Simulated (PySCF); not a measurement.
# How the method moves the adiabatic energies of losing or gaining an electron of borane

Structure: `B` (BH3).

All levels share the PBE0-D3(BJ)/ma-def2-SVP structures and the PBE0-D3(BJ)/ma-def2-SVP thermal terms; only the single-point energies (PySCF) change. Values are adiabatic energies of losing or gaining an electron (0 K, eV).

Measured (NIST Chemistry WebBook): adiabatic ionisation energy 12.03 eV.

| level | ionisation energy to the radical cation | time |
| --- | --- | --- |
| HF/aug-cc-pVTZ | 11.08 | 1.9 s |
| MP2/aug-cc-pVTZ | 11.89 | 16 s |
| B3LYP-D3(BJ)/ma-def2-TZVP | 11.91 | – |
| CCSD(T)/aug-cc-pVTZ | 11.96 | 5.8 min |

Times are wall times for all single points of a level on 1 thread of Arm Neoverse V1, a shared host; the dash marks the run that also made the structures.

Hartree-Fock leaves out electron correlation, so its ionisation energies and electron affinities from energy differences come out too low, often by 1 eV or more.

The spread: 0.88 eV, from 11.08 to 11.96.

---

## Level of theory and adiabatic energies of losing or gaining an electron: [AlH3]-•

The parent is a doublet.

All levels share the PBE0-D3(BJ)/ma-def2-SVP structures and the PBE0-D3(BJ)/ma-def2-SVP thermal terms; only the single-point energies (PySCF) change. Values are adiabatic energies of losing or gaining an electron (0 K, eV).

```csv
level,detachment energy to the singlet neutral,time
HF/aug-cc-pVTZ,-0.03,2.4 s
MP2/aug-cc-pVTZ,0.28,16 s
CCSD(T)/aug-cc-pVTZ,0.38,4.7 min
B3LYP-D3(BJ)/ma-def2-TZVP,0.43,–
```

Times are wall times for all single points of a level on 1 thread of Arm Neoverse V1, a shared host; the dash marks the run that also made the structures.

Hartree-Fock leaves out electron correlation, so its ionisation energies and electron affinities from energy differences come out too low, often by 1 eV or more.

The spread: 0.46 eV, from -0.03 to 0.43.

---

# ethylene: adiabatic energies of losing or gaining an electron at several levels

Structure: `C=C` (C2H4).

All levels share the PBE0-D3(BJ)/ma-def2-SVP structures and the PBE0-D3(BJ)/ma-def2-SVP thermal terms; only the single-point energies (PySCF) change. Values are adiabatic energies of losing or gaining an electron (0 K, eV).

```
                        level  ionisation energy to the radical cation  abs. error     time
              HF/ma-def2-TZVP                                     8.83        1.69    1.2 s
CAM-B3LYP-D3(BJ)/ma-def2-TZVP                                    10.28        0.23        –
         CCSD(T)/ma-def2-TZVP                                    10.38        0.14  3.2 min
             MP2/ma-def2-TZVP                                    10.44        0.08    6.5 s
                   ATcT 1.112                                    10.51
```

Times are wall times for all single points of a level on 1 thread of Arm Neoverse V2, a shared host; the dash marks the run that also made the structures.

Hartree-Fock leaves out electron correlation, so its ionisation energies and electron affinities from energy differences come out too low, often by 1 eV or more.

The spread: 1.61 eV, from 8.83 to 10.44.
